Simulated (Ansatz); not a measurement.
A calculation with Ansatz (development build ahead of 0.2.0).

```yaml
crystal:
  periodic: [false, false, false]
  atoms:
    - { symbol: Na, position_ang: [0.00239, -0.03009, -1.82341] }
    - { symbol: Na, position_ang: [0.03964, -0.04453, 1.86853] }
basis:
  gaussian: { orbitals: def2-SVP }
hamiltonian:
  xc: hf
```

The input is written out in the form of the current development build from the run's settings.

Output:

* Converged: yes
* Total energy: -323.58193 hartree
* Spin squared of the determinant: 0.000
